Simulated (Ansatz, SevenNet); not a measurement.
Ladder of methods for the TA phonon frequency at L of zinc-blende InSb

Reference value: 33 cm⁻¹ (measured, temperature not stated, no zero-point or thermal correction; as tabulated in Ioffe Institute, NSM Archive: InSb, mechanic properties page).

```json
[
 {"level (code)": "SevenNet-0", "value (cm⁻¹)": "38", "cell (Å³/atom)": "36.51"},
 {"level (code)": "LDA (Ansatz)", "value (cm⁻¹)": "32", "cell (Å³/atom)": "33.54"},
 {"level (code)": "BLYP (Ansatz)", "value (cm⁻¹)": "35", "cell (Å³/atom)": "39.03"},
 {"level (code)": "PBE (Ansatz)", "value (cm⁻¹)": "33", "cell (Å³/atom)": "36.51"},
 {"level (code)": "revPBE (Ansatz)", "value (cm⁻¹)": "34", "cell (Å³/atom)": "37.48"},
 {"level (code)": "RPBE (Ansatz)", "value (cm⁻¹)": "34", "cell (Å³/atom)": "37.87"},
 {"level (code)": "PBE-D3(BJ) (Ansatz)", "value (cm⁻¹)": "30", "cell (Å³/atom)": "35.03"},
 {"level (code)": "r²SCAN (Ansatz)", "value (cm⁻¹)": "…", "cell (Å³/atom)": "34.00"},
 {"level (code)": "r²SCAN+rVV10 (Ansatz)", "value (cm⁻¹)": "32", "cell (Å³/atom)": "34.66"},
 {"level (code)": "HSE06 (Ansatz)", "value (cm⁻¹)": "36", "cell (Å³/atom)": "35.07"},
 {"level (code)": "PBE0 (Ansatz)", "value (cm⁻¹)": "36", "cell (Å³/atom)": "34.93"},
 {"level (code)": "Hartree–Fock (Ansatz)", "value (cm⁻¹)": "…", "cell (Å³/atom)": "36.35"}
]
```

Problem. Some entries are withheld; supply them.

Solution. 
- r²SCAN (Ansatz, a program for electronic structure), value (cm⁻¹): 31
- Hartree–Fock (Ansatz), value (cm⁻¹): 46

Differences against the reference: SevenNet-0 +15.2 %, LDA -3.0 %, BLYP +6.1 %, PBE 0.0 %, revPBE +3.0 %, RPBE +3.0 %, PBE-D3(BJ) -9.1 %, r²SCAN -6.1 %, r²SCAN+rVV10 -3.0 %, HSE06 +9.1 %, PBE0 +9.1 %, Hartree–Fock +39 %.

Once the reference is moved by up to 3.0 % (a margin picked here for doubts on the reference and the settings, and for temperature and zero-point motion) and values within 1.0 % count as equal, the nearest can be PBE (0.0 %), LDA (-3.0 %), revPBE (+3.0 %), RPBE (+3.0 %) or r²SCAN+rVV10 (-3.0 %). Farthest off among them: Hartree–Fock (+39 %).

The measured value isn't corrected to a static lattice, so vibrations enter the comparison.  LDA, BLYP, PBE, revPBE, RPBE, PBE-D3(BJ): the solid has no gap at this level, which affects its response. PBE-D3(BJ): the dispersion coefficients are held fixed in the derivatives. Values are at the level's own equilibrium cell; r²SCAN at the measured cell. Cutoffs and k meshes differ between the levels. Ansatz's density-functional and Hartree–Fock values are scalar-relativistic unless marked +SOC, with PAW data made under PBE.

Machine-learned potentials (SevenNet-0) are trained on DFT data: a solid inside that data is no test of them.

Differences are worked out from the printed values.
